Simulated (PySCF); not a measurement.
Ionisation energy of He by level of theory

He 1s2 (1S) → He⁺ 1s1 (2S), as a difference of total energies. Calculation: PySCF 2.14, in aug-cc-pVQZ with one added diffuse shell each of s, p, d, f type (6s5p4d3f, 62 functions); the non-relativistic Hamiltonian (point nucleus). Correlated levels: valence: nothing frozen. The calculations carry no spin-orbit coupling.

```csv
method,ionisation energy (eV),error (eV)
UHF,23.448,-1.139
MP2 (valence),24.421,-0.166
SCS-MP2 (valence),24.615,+0.028
CCSD (valence),24.564,-0.023
```

Reference: 24.587 eV (measured; NIST Atomic Spectra Database, ionization energies).

Errors of the correlated levels include the incompleteness of this basis.

With two correlated electrons CCSD is exact in that space.
